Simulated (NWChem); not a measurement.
Program: NWChem. System: CH$_{2}$, charge 0, spin multiplicity 3, at a geometry optimised with UB3LYP/def2-SVP. The structure started from a generated list of species. Its SCF solution wasn't tested for a lower state. Level: UMP2/def2-QZVP, 1 core orbitals frozen.

Job file:

```
start mol
memory heap 200 mb stack 900 mb global 1100 mb
geometry units angstroms nocenter noautoz
  C      0.000000     0.000000    -0.105728
  H      1.005582     0.000000     0.317184
  H     -1.005582     0.000000     0.317184
  symmetry group C2v
end
basis spherical
  * library def2-qzvp
end
scf
  uhf
  nopen 2
  maxiter 100
  thresh 1e-7
  semidirect memsize 60000000 filesize 0
  # guess.movecs holds the orbitals of an unrestricted PBE0 run
  vectors input guess.movecs output mol.movecs
end
mp2
  freeze core 1
end
task mp2 energy
```

NWChem printed:

```
             Northwest Computational Chemistry Package (NWChem) 7.3.0
             --------------------------------------------------------

                                NWChem Input Module
                                -------------------

 Scaling coordinates for geometry "geometry" by  1.889725989
 (inverse scale =  0.529177249)

 Turning off AUTOSYM since
 SYMMETRY directive was detected!

                             Geometry "geometry" -> ""
                             -------------------------

 Output coordinates in angstroms (scale by  1.889725989 to convert to a.u.)

  No.       Tag          Charge          X              Y              Z
 ---- ---------------- ---------- -------------- -------------- --------------
    1 C                    6.0000     0.00000000     0.00000000    -0.10572800
    2 H                    1.0000     1.00558200     0.00000000     0.31718400
    3 H                    1.0000    -1.00558200     0.00000000     0.31718400

 Effective nuclear repulsion energy (a.u.)       6.0841501544

            Nuclear Dipole moment (a.u.)
            ----------------------------
        X                 Y               Z
 ---------------- ---------------- ----------------
     0.0000000000     0.0000000000     0.0000000000

      Symmetry information
      --------------------

 Group name             C2v
 Group number             16
 Group order               4
 No. of unique centers     2

      Symmetry unique atoms

     1    2


 Summary of "ao basis" -> "" (spherical)
 ------------------------------------------------------------------------------
       Tag                 Description            Shells   Functions and Types
 ---------------- ------------------------------  ------  ---------------------
 *                         def2-qzvp                  on all atoms

 Summary of "ao basis" -> "ao basis" (spherical)
 ------------------------------------------------------------------------------
       Tag                 Description            Shells   Functions and Types
 ---------------- ------------------------------  ------  ---------------------
[...]
  AO/Fock/Back tols     =   1.0D-09  1.0D-09  1.0D-09

 GA uses MA = F    GA memory limited = T

 Available:
  local mem=  1.26D+08
 global mem=  1.44D+08
 local disk=  0.00D+00
  mp2_memr nvloc                   112
  nvloc new                   112
   1 passes of   4:        7340032                      64939                  10538127.
   1 passes of   4: M    126151798           G      144151822           F     118811766.

 Semi-direct pass number   1 of   1  for UHF alpha       at        4.3s
  vrange nnbf                  6903
  mp2_eaftype                    40  avail_ma_in_mb                  1099
 EAF : mp2_eaftype filesize          40    5269063.
  mp2_eaf for mointskh                     40
Node 0 wrote     24.7 Mb in      0.0 s     Agg I/O rate:  1396.6 Mb/s
 Done moints_semi at        8.3s
  mp2_eaftype                    40  avail_ma_in_mb                  1059
 EAF : mp2_eaftype filesize          40    5269063.
  mp2_eaf for kh                    40
 Done maket at        8.4s
 Done multipass loop at        8.4s

 GA uses MA = F    GA memory limited = T

 Available:
  local mem=  1.26D+08
 global mem=  1.44D+08
 local disk=  0.00D+00
  mp2_memr nvloc                   114
  nvloc new                   114
   1 passes of   2:        7340032                      46762                   5374683.
   1 passes of   2: M    126151798           G      144151822           F     118811766.

 Semi-direct pass number   1 of   1  for UHF beta        at        8.4s
  vrange nnbf                  6903
  mp2_eaftype                    20  avail_ma_in_mb                  1099
 EAF : mp2_eaftype filesize          20    2687341.
  mp2_eaf for mointskh                     20
Node 0 wrote     12.6 Mb in      0.0 s     Agg I/O rate:  1135.1 Mb/s
 Done moints_semi at       12.2s
  mp2_eaftype                    20  avail_ma_in_mb                  1079
 EAF : mp2_eaftype filesize          20    2687341.
  mp2_eaf for kh                    20
 Done maket at       12.2s
 Done multipass loop at       12.2s

          -------------------------------------------
          SCF energy                 -38.940056962413
          Correlation energy          -0.125591830149
          Singlet pairs                0.000000000000
          Triplet pairs                0.000000000000
          Total MP2 energy           -39.065648792562
          -------------------------------------------

          ---------------------------------------------------
                    Spin Component Scaled (SCS) MP2
          Same spin pairs                     -0.027808238744
          Same spin scaling factor             0.333333333333
          Opposite spin pairs                 -0.097783591404
          Opposite spin scaling fact.          1.200000000000
          SCS-MP2 correlation energy          -0.126609722600
          Total SCS-MP2 energy               -39.066666685013
          ---------------------------------------------------

 -----------------------
 Performance information
 -----------------------

 Timer overhead =  1.65D-07 seconds/call

               Nr. of calls         CPU time (s)                 Wall time (s)                GFlops
             ---------------    -------------------     ------------------------------   -------------------
Name         Min   Avg   Max    Min     Avg     Max     Min     Avg     Max   Mx/calls   Min     Max     Sum
mp2: moin     2     2     2    7.7     7.7     7.7      7.7     7.7     7.7     3.9      0.0     0.0     0.0
mp2: make     2     2     2   0.12    0.12    0.12     0.12    0.12    0.12    6.11E-2   0.0     0.0     0.0
mp2: tota     1     1     1    8.1     8.1     8.1      8.1     8.1     8.1     8.1      0.0     0.0     0.0

 The average no. of pstat calls per process was 5.00D+00
 with a timing overhead of 8.23D-07s

 Task  times  cpu:       12.2s     wall:       12.2s

 Total times  cpu:       12.2s     wall:       12.2s
```
